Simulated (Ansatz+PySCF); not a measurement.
A calculation with Ansatz (development build ahead of 0.2.0).

```yaml
crystal:
  periodic: [false, false, false]
  atoms:
    - { symbol: H, position_ang: [-1.2292, -0.89282, 0.10117] }
    - { symbol: C, position_ang: [-0.68288, 0.0241, -0.06743] }
    - { symbol: O, position_ang: [0.67278, -0.12871, 0.0226] }
    - { symbol: H, position_ang: [1.0933, 0.73157, -0.0692] }
    - { symbol: H, position_ang: [-1.12964, 1.00376, 0.18099] }
basis:
  gaussian: { orbitals: cc-pVTZ }
magnetization:
  spin_polarized: true
  initial_magnetization: 1
hamiltonian:
  xc: hf
correlation:
  method: mp2
  frozen_orbitals: { C: 1, H: 0, O: 1 }
output:
  forces: true
```

The input is written out in the form of the current development build from the run's settings.

Output:

```yaml
Converged: yes
Reference_energy: -114.46194 hartree
Correlation_energy: -0.39322 hartree
Total_energy: -114.85517 hartree
Spin_squared_of_the_determinant: 0.762
Stability_test: minimum
```

Forces (eV/Å):
```
atom      Fx      Fy      Fz
  H1   0.107   0.190  -0.002
  C2  -0.315   0.621   0.149
  O3  -0.053   0.036   0.015
  H4  -0.109  -0.058   0.005
  H5   0.370  -0.789  -0.167
```
